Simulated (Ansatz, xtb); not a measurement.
## Relative energy of two isomers of C3H3

Structure a is `C#C[CH2]`, a doublet and structure b is `[CH]1C=C1`, a doublet. Both are isolated molecules in the gas phase, relaxed with PBE0-D3(BJ)/def2-SVP.

a (Å):

```xyz
6

C     0.8253   -0.0049    0.3769
C     1.2108   -0.2015    1.5304
C     0.3964    0.2140   -0.9061
H     1.5474   -0.3729    2.5358
H    -0.0238   -0.6001   -1.5023
H     0.4662    1.2067   -1.3582
```

b (Å):

```
atom    x (Å)    y (Å)    z (Å)
   C   0.0013  -0.8459   0.0306
   C  -1.3399  -0.2755   0.0114
   C  -0.7163  -0.2866   1.1693
   H   0.9206  -0.4907  -0.4610
   H  -0.7281  -0.0586   2.2329
   H  -2.2325  -0.0319  -0.5607
```

Quicker runs give these differences E(b) − E(a): GFN2-xTB +138.6 kJ/mol; HF/STO-3G +166.2 kJ/mol (at GFN2-xTB geometries); r2SCAN-D4/def2-SVP +120.8 kJ/mol (at GFN2-xTB geometries).

Question: Estimate E(b) − E(a) at the level CCSD(T)/def2-TZVP.

Answer: Calculated at CCSD(T)/def2-TZVP: E(b) − E(a) = +130.8 kJ/mol, so structure a lies lower.

How the difference moves with the method:

```json
{"level": "GFN2-xTB", "geometry": "GFN2-xTB", "E(b) − E(a) (kJ/mol)": "+138.6", "departure from the last row (kJ/mol)": "+7.8", "job, with rough time for the two": "optimisation, 0.1 s"}
{"level": "HF/STO-3G", "geometry": "GFN2-xTB", "E(b) − E(a) (kJ/mol)": "+166.2", "departure from the last row (kJ/mol)": "+35.4", "job, with rough time for the two": "single point, 0.18 s"}
{"level": "r2SCAN-D4/def2-SVP", "geometry": "GFN2-xTB", "E(b) − E(a) (kJ/mol)": "+120.8", "departure from the last row (kJ/mol)": "−10.1", "job, with rough time for the two": "single point, 3.5 s"}
{"level": "PBE0-D3(BJ)/def2-SVP", "geometry": "PBE0-D3(BJ)/def2-SVP", "E(b) − E(a) (kJ/mol)": "+108.2", "departure from the last row (kJ/mol)": "−22.6", "job, with rough time for the two": "optimisation, 21 s"}
{"level": "HF/def2-TZVP", "geometry": "PBE0-D3(BJ)/def2-SVP", "E(b) − E(a) (kJ/mol)": "+153.9", "departure from the last row (kJ/mol)": "+23.0", "job, with rough time for the two": "part of the CCSD(T) run"}
{"level": "MP2/def2-TZVP", "geometry": "PBE0-D3(BJ)/def2-SVP", "E(b) − E(a) (kJ/mol)": "+90.2", "departure from the last row (kJ/mol)": "−40.6", "job, with rough time for the two": "part of the CCSD(T) run"}
{"level": "CCSD(T)/def2-TZVP", "geometry": "PBE0-D3(BJ)/def2-SVP", "E(b) − E(a) (kJ/mol)": "+130.8", "departure from the last row (kJ/mol)": "", "job, with rough time for the two": "single point, 50 s"}
```

As drawn, b has 1 C–C, 1 C=C in place of 1 C≡C. Structure a has no ring, b a 3-membered ring.

The levels shown agree on the order. The largest departure from CCSD(T)/def2-TZVP is that of MP2/def2-TZVP, 40.6 kJ/mol.

With harmonic frequencies from PBE0-D3(BJ)/def2-SVP (ideal gas, rigid rotor, one conformer each, 400 K, 1 atm): on the last row, ΔE + ΔZPE = +135.4, ΔH = +132.5, ΔG = +134.1 kJ/mol.

Open shells are spin-unrestricted, with notable spin contamination under HF/STO-3G, HF/def2-TZVP, MP2/def2-TZVP, CCSD(T)/def2-TZVP. The correlated steps freeze 3 core orbitals. Programs: Ansatz 0.2.0, xtb 6.7.1; the last row on 1 thread of Arm Neoverse V2 on a shared host.
